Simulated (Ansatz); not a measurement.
The input, for Ansatz 0.2.0:

```yaml
crystal:
  periodic: [false, false, false]
  atoms:
    - {symbol: Hf, position_ang: [0.000000, 0.000000, 0.130400]}
    - {symbol: H, position_ang: [0.000000, 0.000000, -2.172600]}
    - {symbol: H, position_ang: [0.000000, 0.000000, 2.042200]}
basis:
  gaussian: {orbitals: def2-TZVP}
magnetization: {spin_polarized: true, initial_magnetization: 0}
correlation: {method: mp2, electrons: outside_noble_gas}
```

```sh
$ ansatz run in.yaml --threads 1 --pin off --events-out ev --progress --plain --max-ram 2393MiB
```

Log:

```
460 factors; integrals over basis functions are off by at most 1.3e-3 eV
mean field evaluation 1: about -1317.6704 eV, gradient 1.2e1 eV
mean field evaluation 2: about -1317.6734 eV, gradient 1.2e1 eV
mean field evaluation 4: about -1319.4580 eV, gradient 1.3e0 eV
mean field evaluation 8: about -1319.5008 eV, gradient 1.2e-4 eV
mean field evaluation 16: about -1320.0061 eV, gradient 1.0e0 eV
mean field evaluation 32: about -1318.6164 eV, gradient 5.2e0 eV
mean field evaluation 64: about -1320.0001 eV, gradient 1.3e0 eV
mean field evaluation 96: about -1320.0147 eV, gradient 5.6e-1 eV
mean field evaluation 128: about -1319.2402 eV, gradient 9.3e-5 eV
mean field -1320.02113085 eV, -48.5098818162 hartree, gradient 1.6e-6 eV, S^2 0.886006; 16 other end points of the search recorded, 0 dependent functions left out
4 core orbitals not correlated: weight in the atoms' cores, before any rotation towards them, 0.999 or more for the frozen orbitals, at most 0.000 for the correlated occupied ones
reference -1320.02113085 eV, -48.5098818162 hartree; 3, 3 occupied and 45, 45 virtual orbitals, 460 factors
second order -1.79606809 eV of doubles, -0.00000000 eV of singles
Total energy: -1321.81719894 eV, -48.5758861013 hartree
```

Ran on 1 thread of AMD EPYC 9R45, shared host: 0.63 s wall, 0.17 GiB peak host memory.
